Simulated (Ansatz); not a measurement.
**Aluminium, fcc: convergence with cold smearing**

Computed with Ansatz, PBE, scalar-relativistic PAW, on the relaxed cell (a = 4.040 Å; spin not included). Errors count from a run at 420 eV on a Γ-centred 22×22×22 mesh with Fermi-Dirac smearing of 0.1 eV, extrapolated to zero width. Fixed here: cutoff 420 eV, mesh 13×13×13. The SCF starts from atomic densities corrected by a trained network.

| width (eV) | E(σ→0) error (meV/atom) | F error (meV/atom) | P (GPa) | SCF iterations |
| --- | --- | --- | --- | --- |
| 0.01 | 5.5 | 5.5 | 0.11 | 3 |
| 0.03 | 5.4 | 5.4 | 0.12 | 3 |
| 0.1 | 5.1 | 5.1 | -0.02 | 3 |
| 0.2 | 5.4 | 5.7 | -0.08 | 3 |
| 0.3 | 5.8 | 5.9 | -0.09 | 3 |
| 0.6 | 6.7 | 5.2 | -0.01 | 3 |
| 1.0 | 4.9 | 0.0 | 0.14 | 3 |
